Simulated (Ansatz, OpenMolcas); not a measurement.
# The same job for OpenMolcas

Ansatz 0.2.0 runs this on [BH3]− (SMILES [BH3-]):

job.yaml:
```yaml
basis:
  gaussian: {orbitals: 3-21G.json}
crystal:
  periodic: [false, false, false]
  atoms:
    - {symbol: B, position_ang: [0.365271, 0.524574, -0.409904]}
    - {symbol: H, position_ang: [1.131921, 1.014464, 0.452386]}
    - {symbol: H, position_ang: [-0.279230, -1.161080, 0.118390]}
    - {symbol: H, position_ang: [-0.573429, 1.307764, -0.689184]}
hamiltonian: {xc: hf}
magnetization: {spin_polarized: true, initial_magnetization: 1}
accuracy: high
total_charge: -1
```

```bash
$ ansatz run job.yaml --threads 1 --pin off --max-ram 2610MiB --events-out events.jsonl --progress --plain --runs-dir runs
```

(Basis files named in the input come from the Basis Set Exchange and aren't shown.)

The H3–B1 distance was set to 1.880 Å, away from the relaxed value.

Without diffuse functions such a state is poorly described.

It gives a total energy of -26.127573 Eh.

Write the same calculation for OpenMolcas 26.06 as an input file of the program's own.

For example:

mol.input:
```
&GATEWAY
 BASLIB = $CurrDir
 COORD
 4
 angstrom
 B        0.365271       0.524574      -0.409904
 H        1.131921       1.014464       0.452386
 H       -0.279230      -1.161080       0.118390
 H       -0.573429       1.307764      -0.689184
 BASIS = 3-21G
 GROUP = NoSym

&SEWARD

&SCF
 UHF
 CHARGE = -1
 SPIN = 2
 THRESHOLDS = 1e-10 1e-07 1e-07 1e-05
 PRORBITALS = 1 1
```

```bash
$ export MOLCAS_MEM=1860
$ pymolcas mol.input > mol.log
```

(Basis files named in the input come from the Basis Set Exchange and aren't shown.)

Its energy is -26.127573 Eh, 0.000 mEh from the first.
